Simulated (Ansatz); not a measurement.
# HSO−: functionals against CCSD(T) at one geometry

An exercise on one series of results from a longer session: the logs are not shown, and one member is left open.

Program: Ansatz 0.2.0, Gaussian basis. Level of theory: single points in def2-TZVPPD. These are calculated values, not measurements.

Cores are frozen in the correlated methods.

1 further run of the same task is left out (it didn't finish).

## Where the work starts

SMILES `[O-]S`, 3 atoms, charge -1, spin multiplicity 1.

Atoms are counted from 1 here; the program's logs count them from 0.

Bond lengths: O1–S2 1.630 Å, S2–H3 1.357 Å. Angles: O1–S2–H3 107.9°.

As a file:

```xyz
3
charge -1, multiplicity 1
O    -0.0152    1.2776    0.1340
S    -0.4976   -0.2189   -0.2956
H     0.4483   -1.0985    0.1220
```

Set-up of the first run:

The input, run/in.yaml:

```yaml
crystal:
  periodic: [false, false, false]
  atoms:
    - {symbol: O, position_ang: [-0.015194, 1.277590, 0.134002]}
    - {symbol: S, position_ang: [-0.497603, -0.218916, -0.295584]}
    - {symbol: H, position_ang: [0.448282, -1.098492, 0.121986]}
basis:
  gaussian: {orbitals: "def2-TZVPPD.json"}
total_charge: -1
hamiltonian: {xc: pbe, dispersion: d4}
output: {forces: true}
```

The basis file named in the input lies beside it (Basis Set Exchange, JSON).

Started as:

```sh
> ansatz run in.yaml --threads 2 --pin off --events-out ev --progress --plain --max-ram 3481MiB
```

Steps of the session up to this table: PBE-D4/def2-TZVPPD; r2SCAN-D4/def2-TZVPPD; PBE0-D4/def2-TZVPPD; wB97M-V/def2-TZVPPD; CCSD(T)/def2-TZVPPD.

One of the session's tables, all rows but one given; the rest of the session is left out.

```
   method  RMS force component (eV/Å)  angle to CCSD(T) forces (°)
   PBE-D4                       0.668                         17.6
r2SCAN-D4                           ?                            ?
  PBE0-D4                       0.829                          6.7
  wB97M-V                       0.718                          7.6
  CCSD(T)                       0.528                    reference
```

**Question.** Estimate the row for r2SCAN-D4.

As computed: RMS force component (eV/Å): 0.734; angle to CCSD(T) forces (°): 5.1. In the column «RMS force component (eV/Å)» it lies between wB97M-V (0.718) and PBE0-D4 (0.829).

To keep in mind: The anion's highest level is positive in at least one run, so there the basis alone may hold the extra electron.
